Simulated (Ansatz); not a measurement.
C6H10 can be A, `C=CCCC=C`, or B, `CC1C=CCC1`.

Computed with Ansatz on PBE0-D4/def2-TZVP structures; ΔE is electronic, products minus reactants. CBS: MP2 limit from def2 TZ/QZ plus the TZ coupled-cluster correction, frozen cores. Functionals use def2-TZVPP. B3LYP here is the variant with VWN-RPA as its local correlation; programs differ in this. Each species was taken in one conformer, which may not be the lowest.

(1) Which is lower in electronic energy at CCSD(T)/CBS, and by how much? (Estimate.)

(2) Give E(B) − E(A) in kcal/mol with B2PLYP, B3LYP-D4, r2SCAN-D4, B3LYP, LDA (SPW92), HF/def2-TZVPP, PBE0-D4. (Estimate.)

(3) Does the order hold for the free energy at 298.15 K (harmonic terms from PBE0-D4)? (An estimate is asked.)

Largest T1 diagnostic: 0.010.

Results:

(1) Computed: B, by 19.4 kcal/mol.

(2) Ansatz gave: B2PLYP -17.5, B3LYP-D4 -16.6, r2SCAN-D4 -20.3, B3LYP -15.1, LDA (SPW92) -26.3, HF/def2-TZVPP -15.1, PBE0-D4 -22.9. None reverses the order clearly.

(3) Ansatz gave: Yes: G(B) − G(A) = -16.2 kcal/mol, for one conformer each.

At CCSD(T), def2-SVP lies −1.2 kcal/mol from the extrapolated value and def2-TZVPP −0.2 kcal/mol. In def2-TZVPP, CCSD(T) changes the Hartree–Fock value by −4.6 kcal/mol (the triples alone add −0.0 kcal/mol) and MP2 by −7.5 kcal/mol.
